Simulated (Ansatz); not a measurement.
`CC/C=C(/O)F` and `O/C=C(\O)F` differ in one atom or group (the configuration at the double bond changes too).

Ansatz, PBE0-D4/def2-TZVP geometries, multiplicity 1. Each molecule was computed in one conformer, which needn't be the lowest.

| property | `CC/C=C(/O)F` |
| --- | --- |
| size of the dipole moment (B3LYP/def2-TZVPP) / D | 0.74 |
| HOMO energy (PBE/def2-TZVPP) / eV | -5.32 |
| LUMO energy (B3LYP/def2-TZVPP) / eV | 0.62 |
| HOMO–LUMO gap (PBE/def2-TZVPP) / eV | 5.38 |
| LUMO energy (PBE/def2-TZVPP) / eV | 0.06 |
| LUMO energy (PBE0/def2-TZVPP) / eV | 1.01 |

Task: Give the same properties after the change, and the shifts. (An estimate is asked.)

Result: Ansatz gave: 
```tsv
property	`O/C=C(\O)F`	shift
size of the dipole moment (B3LYP/def2-TZVPP) / D	2.56	1.82
HOMO energy (PBE/def2-TZVPP) / eV	-5.13	0.19
LUMO energy (B3LYP/def2-TZVPP) / eV	0.21	-0.41
HOMO–LUMO gap (PBE/def2-TZVPP) / eV	4.85	-0.53
LUMO energy (PBE/def2-TZVPP) / eV	-0.28	-0.34
LUMO energy (PBE0/def2-TZVPP) / eV	0.62	-0.39
```

With PBE0 the HOMO rises by 0.11 eV and the LUMO falls by 0.39 eV, so the gap narrows by about 0.50 eV. PBE moves the HOMO by 0.19 eV and ωB97M-V by 0.09 eV. Dipoles are sizes alone; their direction can turn.

B3LYP here is the variant with VWN-RPA as its local correlation; programs differ in this.
